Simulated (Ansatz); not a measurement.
Input file:

```yaml
crystal:
  periodic: [false, false, false]
  atoms:
    - {symbol: Ge, position_ang: [0.000000, -0.028531, 0.348760]}
    - {symbol: C, position_ang: [0.000000, 0.024796, -1.640235]}
    - {symbol: H, position_ang: [0.000000, 1.566562, 0.480764]}
    - {symbol: H, position_ang: [0.000000, -0.968678, -2.088296]}
    - {symbol: H, position_ang: [0.876161, 0.581392, -1.990831]}
    - {symbol: H, position_ang: [-0.876161, 0.581392, -1.990831]}
basis:
  gaussian: {orbitals: cc-pVTZ}
magnetization: {spin_polarized: true, initial_magnetization: 0}
hamiltonian: {xc: {name: B2PLYP}}
correlation: {electrons: outside_noble_gas}
```

```sh
$ ansatz run in.yaml --threads 2 --pin off --events-out ev --progress --plain --max-ram 16896MiB --backend cuda --devices 0, --max-vram 18GiB
```

Task: Roughly how long does this take on 2 threads of AMD EPYC 7R13 with a shared H100 80 GB, shared host, and how much host memory?

Result: 2.3 s wall and 0.85 GiB.

```
750 factors; integrals over basis functions are off by at most 1.1e-3 eV
mean field evaluation 1: about -57601.9917 eV, gradient 2.9e1 eV
mean field evaluation 2: about -57602.0177 eV, gradient 2.9e1 eV
mean field evaluation 4: about -57605.8082 eV, gradient 1.4e0 eV
mean field evaluation 8: about -57605.8256 eV, gradient 2.4e-2 eV
mean field evaluation 16: about -57605.8256 eV, gradient 6.8e-6 eV
mean field evaluation 32: about -57605.8255 eV, gradient 3.7e-2 eV
mean field -57605.82560978 eV, -2116.9750445283 hartree, gradient 6.8e-6 eV, S^2 0.000000; 2 other end points of the search recorded, 0 dependent functions left out
15 core orbitals not correlated: weight in the atoms' cores, before any rotation towards them, 0.999 or more for the frozen orbitals, at most 0.000 for the correlated occupied ones
reference -57605.82574625 eV, -2116.9750495434 hartree; 6, 6 occupied and 108, 108 virtual orbitals, 750 factors
second order -9.35421770 eV of doubles, -0.00000000 eV of singles
Total energy: -57608.35138503 eV, -2117.0678650566 hartree
```
